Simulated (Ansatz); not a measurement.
Abstraction of F: CH3FO + C4H9O → CH3O + C4H9FO

Gas-phase species: CH3FO `OCF`, singlet; C4H9O `[CH2]COCC`, doublet; CH3O (hydroxymethyl radical) `[CH2]O`, doublet; C4H9FO `CCOCCF`, singlet. A radical takes F: the energy is the difference in strength between two C–F bonds in different surroundings.

Shapes, held fixed at every level: PBE0-D4/def2-TZVP. Flexible molecules stand in one conformer, not always the lowest. Programs: Ansatz 0.2.0. Electronic energies: no zero-point or thermal term.

Task: Estimate ΔE of this reaction.

Result: The highest level, CCSD(T)/CBS estimate, gives ΔE = +6.9 kJ/mol; the levels span +4.9 to +12.4. The column of differences is taken from that level and isn't an error. No measured value is set beside it here. Open shells run unrestricted. The CBS estimate extrapolates MP2 from def2-TZVPP and def2-QZVPP and adds CCSD(T) − MP2 in the triple-zeta set, cores frozen.

```
               level                    kind  ΔE (kJ/mol)  less CCSD(T)/CBS estimate
       HF/def2-TZVPP            Hartree–Fock         +7.7                       +0.8
   PBE-D4/def2-TZVPP                     GGA         +9.1                       +2.2
r2SCAN-D4/def2-TZVPP                meta-GGA        +12.4                       +5.5
  PBE0-D4/def2-TZVPP           global hybrid         +9.3                       +2.4
  wB97M-V/def2-TZVPP  range-separated hybrid         +6.7                       -0.2
  wB97X-V/def2-TZVPP  range-separated hybrid         +4.9                       -2.0
   B2PLYP/def2-TZVPP           double hybrid         +5.4                       -1.5
CCSD(T)/CBS estimate   coupled cluster or CI         +6.9                        0.0
```
